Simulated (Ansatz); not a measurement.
## triplet C2O: levels of theory in one basis

```xyz
3

C     0.0000    0.0000   -1.5015
C     0.0000    0.0000    0.0000
O     0.0000    0.0000    1.2859
```

Basis set: def2-SVP (spherical functions). Correlated methods keep 3 orbitals frozen. Correlation on ROHF uses semicanonical orbitals with singles. Charge 0, multiplicity 3.

Computed with Ansatz (development build ahead of 0.2.0); each method stands on the lowest determinant of its kind that the runs found.

| method | E − E(ROHF) (eV) | <S²> of the determinant |
| --- | --- | --- |
| ROHF | 0.00 | 2.00 |
| UHF | -0.30 | 2.11 |
| ROHF-MP2 | -11.16 | – |
| ROHF-CCSD(T) | -12.05 | – |
| UHF-CCSD(T) | -12.02 | 2.11 |

Problem. What does UHF-MP2 give on the same scale?

Solution. -10.99 eV.

Problem. Is a single determinant a sound starting point here?

Solution. Only with care. Unrestricted orbitals gain 0.30 eV and <S²> is 2.11 against 2.00 for a pure state, a contamination that matters most for the unrestricted series.

Caution for UHF, UHF-MP2, UHF-CCSD(T): the unrestricted determinant is spin contaminated.
